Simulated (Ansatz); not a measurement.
The input, for Ansatz 0.2.0:

```yaml
crystal:
  periodic: [false, false, false]
  atoms:
    - {symbol: C, position_ang: [0.000000, 0.631350, 0.929211]}
    - {symbol: Si, position_ang: [0.000000, 0.000000, -0.794750]}
    - {symbol: C, position_ang: [0.000000, -0.631350, 0.929211]}
basis:
  gaussian: {orbitals: cc-pVTZ}
magnetization: {spin_polarized: true, initial_magnetization: 2}
hamiltonian: {xc: {name: PBE}}
correlation: {method: rpa, electrons: outside_noble_gas}
```

```sh
$ ansatz run in.yaml --threads 2 --pin off --events-out ev --progress --plain --max-ram 24576MiB --backend cuda --devices 0, --max-vram 18GiB
```

The program prints:

```
567 factors; integrals over basis functions are off by at most 7.8e-4 eV
mean field evaluation 1: about -9921.1221 eV, gradient 5.3e1 eV
mean field evaluation 2: about -9921.1157 eV, gradient 5.3e1 eV
mean field evaluation 4: about -9935.8249 eV, gradient 2.4e1 eV
mean field evaluation 8: about -9939.0930 eV, gradient 1.8e-1 eV
mean field evaluation 16: about -9939.0920 eV, gradient 3.6e-4 eV
mean field evaluation 32: about -9937.3558 eV, gradient 6.9e0 eV
mean field evaluation 64: about -9911.1410 eV, gradient 2.2e1 eV
mean field evaluation 96: about -9939.0892 eV, gradient 4.0e-1 eV
mean field -9939.09200027 eV, -365.2548940514 hartree, gradient 3.5e-6 eV, S^2 2.005064; 5 other end points of the search recorded, 0 dependent functions left out
7 core orbitals not correlated: weight in the atoms' cores, before any rotation towards them, 1.000 or more for the frozen orbitals, at most 0.000 for the correlated occupied ones
reference -9916.95833860 eV, -364.4414969877 hartree; 7, 5 occupied and 80, 82 virtual orbitals, 567 factors
Total energy: -9933.61773503 eV, -365.0537185146 hartree
```

Ran on 2 threads of AMD EPYC 7R13 with a shared H100 80 GB, shared host: 12 s wall, 0.86 GiB peak host memory.
